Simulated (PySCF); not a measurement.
# H₂S⁺ to SH₅⁺: adding ligands

Level: PBE0 in the def2-TZVP basis family, all electrons, no relativity, computed in PySCF with density fitting; open shells unrestricted.

Each entry is the lowest minimum that a search over a few typed start shapes (and spin states, where more than one is plausible) found, or that minimum re-optimised at the stated level; isomers with ligand–ligand bonds, or fragments after loss of a ligand pair, can lie lower.

```
molecule  2S+1  point group  mean bond to S (Å)  dipole (D)  distinct angles (°)  gap (eV)
    H₂S⁺     ?            ?                   ?           ?                    ?         ?
    SH₃⁺     1          C3v               1.357        1.85                   94     11.11
    SH₄⁺     2          C2v               1.426        1.37            91/98/178         –
    SH₅⁺     1          C4v               1.393        0.70            89/98/164      5.53
```

Question: Fill in the row of H₂S⁺.

Answer: 2S+1: 2; point group: C2v; mean bond to S (Å): 1.363; dipole (D): 1.71; distinct angles (°): 93.

Left out of the table are members whose search was unfinished or whose lowest solution was spin-contaminated, unstable, very soft or bonded differently.
